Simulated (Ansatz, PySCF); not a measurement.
Molecule: methyl ethyl ether, C₃H₈O (charge 0, singlet). 
Coordinates optimised at B3LYP-D3(BJ)/def2-TZVP (Ansatz, an electronic-structure program):
SMILES: CCOC
```xyz
12

O      0.0190    -0.7104     0.0050
C     -0.0077     0.7049    -0.0051
C      1.3270    -1.2336    -0.0063
C     -1.4489     1.1652     0.0082
H      0.5319     1.0935     0.8711
H      0.5114     1.0804    -0.8992
H      1.2451    -2.3195     0.0026
H      1.8764    -0.9239    -0.9054
H      1.8970    -0.9108     0.8751
H     -1.9791     0.7881    -0.8672
H     -1.9585     0.8011     0.9012
H     -1.4989     2.2556     0.0008
```

Dipole moments at this geometry, in debye (magnitudes).

```csv
level,program,dipole (D)
HF/def2-TZVPD,PySCF,1.36
BLYP/def2-TZVPD,Ansatz,1.10
r2SCAN/def2-TZVPD,Ansatz,1.11
B97M-V/def2-TZVPD,Ansatz,…
LC-wPBE/def2-TZVPD,Ansatz,1.27
CCSD(T)/aug-cc-pVDZ,Ansatz,…
```

Task: Complete the blanks.

Result: 
- B97M-V/def2-TZVPD, dipole (D): 1.07
- CCSD(T)/aug-cc-pVDZ, dipole (D): 1.20

Measured: 1.23 D (NIST CCCBDB, as tabulated in the package chemicals), a vibrational average, which may belong to another conformer or a mix. This is an older compilation, not checked against later work.
